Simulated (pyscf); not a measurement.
Single points on ωB97X-D3(BJ)/def2-SVP structures (PySCF, gas phase).

### Question
Estimate by transition-state theory the rate constant of H₃C–BH–NH₂ + hydrogen (H₂) → H₂B–CH₃ + ammonia (NH₃) (singlet surface; B–N, H–H broken, B–H, H–N formed) at 1200 K, with ωB97M-D3(BJ)/def2-TZVP energies (ideal gas, 1 atm, RRHO with modes under 100 cm⁻¹ raised to 100, one conformer, R ln 2 for chiral ones without a mode under 150 cm⁻¹; no tunnelling).

### Answer
The electronic barrier is 40.5 kcal/mol and the thermal terms add +37.9, so ΔG‡ = 78.4 kcal/mol. With k_BT/h = 2.50e+13 s⁻¹ and RT = 2.385 kcal/mol, and a volume of 1.64e-19 cm³ per molecule at 1 atm, k = 2.1e-20 cm³ molecule⁻¹ s⁻¹. Wigner's tunnelling factor for 1383i cm⁻¹ would be 1.11. A shift of 1 kcal/mol in the barrier changes k by a factor 1.5. On the product side the descent ends in an adduct with a B–N contact, 26.7 kcal/mol under the separated species and 37.5 kcal/mol under the saddle at ωB97X-D3(BJ)/def2-TZVP. What is counted as broken (B–N) persists as a longer contact in the product adduct; parting that adduct is a step of its own. At the saddle there is also a short B–H contact that neither side keeps. This is the saddle that the search found; another between the same sides may lie lower.
